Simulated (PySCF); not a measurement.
Compound: LiCl.
SMILES: `[Li][Cl]`

Method: PySCF 2.14.0, PBE0-D3(BJ)/def2-SVP geometry optimisation, gas phase.

Masses are those of the commonest isotopes; rigid-rotor values at the optimised geometry. 

What are the moment of inertia and the rotational constant?

I = 23.486 u·Å², B = 505379 MHz·u·Å²/I = 21518 MHz (0.7178 cm⁻¹, or 1.033 K as hB/k). For two atoms I = μr² with μ = 5.8436 u and r = 2.0048 Å.

List the first levels of a rigid rotor in a Σ state.

E(J) = BJ(J+1): J = 1: 1.436, J = 2: 4.307, J = 3: 8.613, J = 4: 14.355, J = 5: 21.533, J = 6: 30.147 cm⁻¹.

Where do the first rotational lines fall?

The dipole is 6.59 D; J+1 ← J lies at 2B(J+1): 1 ← 0 at 43.04 GHz, 2 ← 1 at 86.07 GHz, 3 ← 2 at 129.11 GHz, 4 ← 3 at 172.15 GHz, 5 ← 4 at 215.18 GHz, 6 ← 5 at 258.22 GHz.

PBE0-D3(BJ)/def2-SVP frequencies: not computed here. No vibrational averaging or centrifugal distortion is included, and the geometry carries the error of its method.
